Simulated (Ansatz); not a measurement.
```yaml
crystal:
  periodic: [false, false, false]
  atoms:
    - {symbol: C, position_ang: [0.653526, 1.675427, 0.370833]}
    - {symbol: Xx, position_ang: [0.273704, 0.627104, -0.373426]}
    - {symbol: S, position_ang: [-0.358175, -0.780748, 0.761743]}
    - {symbol: P, position_ang: [-1.078625, -2.448379, -0.665512]}
    - {symbol: H, position_ang: [-0.052612, 1.982917, 0.934165]}
    - {symbol: H, position_ang: [1.034315, 2.545076, -0.546926]}
    - {symbol: H, position_ang: [1.778128, 1.418072, 0.927662]}
    - {symbol: H, position_ang: [1.019439, 0.109345, -1.051700]}
    - {symbol: H, position_ang: [-0.778376, 0.852026, -1.059033]}
    - {symbol: H, position_ang: [-2.158919, -2.498108, 0.024900]}
    - {symbol: H, position_ang: [-0.381681, -3.337409, 0.035968]}
basis:
  gaussian: {orbitals: def2-TZVP}
hamiltonian: {xc: {name: wB97X}}
output: {forces: true}
```

```sh
$ ansatz run in.yaml --threads 4 --pin off --events-out ev --progress --plain --max-ram 10444MiB
```

It prints (some lines left out):

```
Error: YAML parse error: error: line 5 column 16: `Xx` is not an element symbol (H … Og, case-exact)
 --> <input>:5:16
3 |   atoms:
4 |     - {symbol: C, position_ang: [0.653526, 1.675427, 0.370833]}
5 |     - {symbol: Xx, position_ang: [0.273704, 0.627104, -0.373426]}
6 |     - {symbol: S, position_ang: [-0.358175, -0.780748, 0.761743]}
7 |     - {symbol: P, position_ang: [-1.078625, -2.448379, -0.665512]}
```

Question: Something in this input is off. What?

Answer: An element symbol is wrong. The input was rejected before any iteration.
